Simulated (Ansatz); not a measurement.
`OC/C(F)=C/Cl` → `FC1(Cl)COC1`  (isomerisation)

Computed with Ansatz on PBE0-D4/def2-TZVP structures; ΔE is electronic, products minus reactants. CCSD(T)/CBS is the MP2 limit (def2-TZVPP, def2-QZVPP) plus CCSD(T) − MP2 in def2-TZVPP, frozen cores. Functionals use def2-TZVPP. B3LYP here is the variant with VWN-RPA as its local correlation; programs differ in this. Each species was taken in one conformer, which may not be the lowest.

```tsv
level	ΔE (kJ/mol)
PBE-D4	31.1
r2SCAN-D4	32.9
ωB97X-V	16.0
B3LYP	43.4
HF/def2-TZVPP	35.5
CCSD(T)/def2-TZVPP	30.9
HF/def2-QZVPP	36.4
CCSD/CBS(def2)	32.5
```

**Question.** What does CCSD(T)/CBS give? (Best estimate.)

**Answer.** The calculation gave: +33.2 kJ/mol. The listed levels differ from it by -2.1, -0.3, -17.2, 10.2, 2.3, -2.3, 3.2, -0.7 kJ/mol.

Largest T1 diagnostic among the species: 0.011.

From PBE to PBE0 (25 % exact exchange), in def2-TZVPP and without D4, ΔE moves by −6.6 kJ/mol. In def2-TZVPP, CCSD(T) changes the Hartree–Fock value by −4.6 kJ/mol (the triples alone add +0.7 kJ/mol) and MP2 by −5.0 kJ/mol.
